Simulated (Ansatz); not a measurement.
## Barium, bcc: convergence with the plane-wave cutoff

Computed with Ansatz, r²SCAN, scalar-relativistic PAW, on the relaxed cell (a = 5.074 Å; spin not included). Errors count from a run at 500 eV on a Γ-centred 14×14×14 mesh with Fermi-Dirac smearing of 0.1 eV, extrapolated to zero width. Fixed here: mesh 9×9×9, Fermi-Dirac width 0.1 eV. The pressure holds a Pulay correction and is unreliable far below the recommended cutoff. The SCF starts from atomic densities corrected by a trained network.

| cutoff (eV) | E(σ→0) error (meV/atom) | P (GPa) | SCF iterations |
| --- | --- | --- | --- |
| 150 | 2192.4 | 0.13 | 7 |
| 200 | 594.2 | 0.11 | 7 |
| 250 | 115.9 | 0.09 | 6 |
| 300 | 15.7 | 0.01 | 6 |
| 350 | 2.1 | 0.00 | 6 |
| 420 | 0.3 | 0.01 | 6 |
| 500 | 0.0 | 0.01 | 6 |
| 600 | -0.2 | 0.01 | 6 |
| 800 | -0.5 | 0.01 | 6 |

Within 5 meV/atom of the last row: from 350 eV on.
